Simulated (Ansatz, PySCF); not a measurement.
Noncovalent pair: C2H4 (SMILES C=C) (first 6 atoms) with C2H4 (SMILES C=C); geometry from NCB31 set.
(charge 0, multiplicity 1):
```xyz
12

C      1.858     0.473     0.472
C      1.858    -0.473    -0.472
H      0.934     0.875     0.874
H      2.784     0.872     0.872
H      2.784    -0.872    -0.872
H      0.934    -0.875    -0.874
C     -1.858     0.473    -0.472
C     -1.858    -0.473     0.472
H     -2.784     0.872    -0.872
H     -0.934     0.875    -0.874
H     -0.934    -0.875     0.874
H     -2.784    -0.872     0.872
```

Basis-set superposition error: the interaction energy with monomers in their own basis, and in the dimer's basis (counterpoise).

Programs: Ansatz (a quantum-chemistry and plane-wave program); PySCF for 6-31G* rows, M06-2X. Values without a source in brackets are computed.

```csv
level,uncorrected (kcal/mol),counterpoise (kcal/mol),difference
HF/6-31G*,0.02,0.82,0.80
BLYP/def2-TZVPPD,1.03,1.11,0.08
revPBE/def2-TZVPPD,1.06,1.15,0.09
r2SCAN/def2-TZVPPD,-0.91,-0.85,0.06
B97M-V/def2-TZVPPD,-1.38,-1.30,0.08
PBE0/def2-TZVPPD,-0.38,-0.32,0.05
M06-2X/def2-TZVPPD,-1.50,-1.44,0.06
CAM-B3LYP/def2-TZVPPD,-0.29,-0.23,0.06
MP2/6-31G*,-1.34,-0.08,1.26
SCS-MP2/aug-cc-pVDZ,-1.62,-0.66,0.96
```

The error is largest for MP2/6-31G* (1.26 kcal/mol) and smallest for PBE0/def2-TZVPPD (0.05 kcal/mol).
